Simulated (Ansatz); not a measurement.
Write a Python script for the Ansatz DFT code, driven from Python that makes a rigid torsion scan of C4H4O, SMILES C#CCC=O. Level of theory (for the species named): B3LYP, def2-SVP basis, multiplicity 1.

```yaml
atoms:
  - { symbol: C, position_ang: [1.6711, 1.2177, -0.6695] }
  - { symbol: C, position_ang: [0.9048, 0.3565, -0.3058] }
  - { symbol: C, position_ang: [0.0191, -0.6929, 0.1366] }
  - { symbol: C, position_ang: [-1.4456, -0.1853, 0.4066] }
  - { symbol: O, position_ang: [-1.8193, 0.9566, 0.3421] }
  - { symbol: H, position_ang: [2.3262, 1.9739, -1.0128] }
  - { symbol: H, position_ang: [-0.0775, -1.4413, -0.6313] }
  - { symbol: H, position_ang: [0.3973, -1.1443, 1.0288] }
  - { symbol: H, position_ang: [-2.1021, -0.9834, 0.7742] }
```

`c4h4o.py`
```python
"""Energy of C4H4O as one group turns about a bond."""

import warnings

import ansatz
from ase import Atoms

warnings.simplefilter("ignore", ansatz.DeckWarning)

atoms = Atoms(["C", "C", "C", "C", "O", "H", "H", "H", "H"], positions=[
    (1.6711, 1.2177, -0.6695),
    (0.9048, 0.3565, -0.3058),
    (0.0191, -0.6929, 0.1366),
    (-1.4456, -0.1853, 0.4066),
    (-1.8193, 0.9566, 0.3421),
    (2.3262, 1.9739, -1.0128),
    (-0.0775, -1.4413, -0.6313),
    (0.3973, -1.1443, 1.0288),
    (-2.1021, -0.9834, 0.7742),
])

# start the scan from a relaxed geometry
first = (
    ansatz.Crystal.molecule_from_ase(atoms).calculation()
    .basis(gaussian="def2-SVP")
    .functional("B3LYP")
    .relax(force_tolerance=0.02, max_steps=80)
)
atoms.positions = first.run().report["positions_ang"]

start = atoms.get_dihedral(1, 2, 3, 4)
energies = {}
for turn in range(0, 360, 40):
    turned = atoms.copy()
    turned.set_dihedral(1, 2, 3, 4, start + turn, indices=[3, 4, 8])
    calc = (
        ansatz.Crystal.molecule_from_ase(turned).calculation()
        .basis(gaussian="def2-SVP")
        .functional("B3LYP")
    )
    energies[round((start + turn) % 360)] = calc.run().report["free_energy_ev"]
floor = min(energies.values())
print("dihedral C1-C2-C3-O4 (deg)   E - E(min) (kJ/mol)")
for angle, e in sorted(energies.items()):
    print(f"{angle:8d} {96.485332 * (e - floor):14.3f}  " + "#" * int(30 * (e - floor) / max(max(energies.values()) - floor, 1e-9)))
```

Running `python c4h4o.py` prints:
```text
dihedral C1-C2-C3-O4 (deg)   E - E(min) (kJ/mol)
      40          7.986  #####################
      80         11.256  ##############################
     120          2.756  #######
     160          0.604  #
     200          0.616  #
     240          2.701  #######
     280         11.199  #############################
     320          8.057  #####################
     360          0.000
```

The scan is rigid and the energies are electronic, in a modest basis. With rigid groups the curve can differ much from the relaxed path, the start wasn't checked as a minimum of this torsion, and equivalent turns needn't return to the same energy. b3lyp holds the VWN-RPA fit, as in Gaussian; the form of ORCA and Turbomole is b3lyp5. Hardware and time: 58 s on 1 thread of Arm Neoverse V1, with other jobs on the host, peak memory 0.25 GiB.
